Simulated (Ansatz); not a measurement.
# C2H5Al: the cost of one run

Program: Ansatz 0.2.0. Level of theory: RKS B3LYP/def2-SVP. These are calculated values, not measurements.

## 1. The starting structure

Bond lengths: C1–C2 1.476 Å, C1–Al3 1.915 Å, C2–Al3 1.991 Å, C1–H4 1.106 Å, C1–H5 1.158 Å, C2–H6 1.126 Å, C2–H7 1.127 Å, Al3–H8 1.591 Å. Angles (14 of 15 angles, heavy atoms first): C1–C2–Al3 65.1°, C2–C1–Al3 70.5°, C1–Al3–C2 44.4°, C1–C2–H6 115.5°, C1–C2–H7 114.5°, Al3–C2–H6 117.0°, Al3–C2–H7 117.0°, C2–C1–H4 113.0°, C2–C1–H5 113.5°, Al3–C1–H4 119.3°, Al3–C1–H5 116.9°, C1–Al3–H8 148.6°, C2–Al3–H8 144.3°, H6–C2–H7 117.2°.

Coordinates:

```xyz
8

C    -0.6744    0.2455   -0.4445
C     0.7058    0.5297   -0.0039
Al   -0.1513   -1.0331    0.8824
H    -0.7340   -0.0669   -1.5037
H    -1.4386    1.0533   -0.1216
H     0.8353    1.4610    0.6149
H     1.4976    0.3097   -0.7751
H     0.0516   -2.5563    1.2957
```

## 2. Relaxing the start

The input, input.yaml:

```yaml
crystal:
  periodic: [false, false, false]
  atoms:
    - { symbol: C, position_ang: [-0.6744, 0.2455, -0.4445] }
    - { symbol: C, position_ang: [0.7058, 0.5297, -0.0039] }
    - { symbol: Al, position_ang: [-0.1513, -1.0331, 0.8824] }
    - { symbol: H, position_ang: [-0.734, -0.0669, -1.5037] }
    - { symbol: H, position_ang: [-1.4386, 1.0533, -0.1216] }
    - { symbol: H, position_ang: [0.8353, 1.461, 0.6149] }
    - { symbol: H, position_ang: [1.4976, 0.3097, -0.7751] }
    - { symbol: H, position_ang: [0.0516, -2.5563, 1.2957] }
basis:
  gaussian: { orbitals: def2-SVP }
hamiltonian:
  xc: b3lyp
relax:
  f_tol: 0.02
  max_steps: 40
output:
  orbitals: {}
```

The run is started by

```
ansatz run input.yaml --threads 1 --pin off --max-ram 2048MiB --backend cpu --events-out ev --progress --plain --runs-dir out
```

Q: Estimate wall time and peak memory on 1 thread of AMD EPYC 9R45 (Zen 5), shared host.

About 7 s, with a peak of 0.15 GiB.
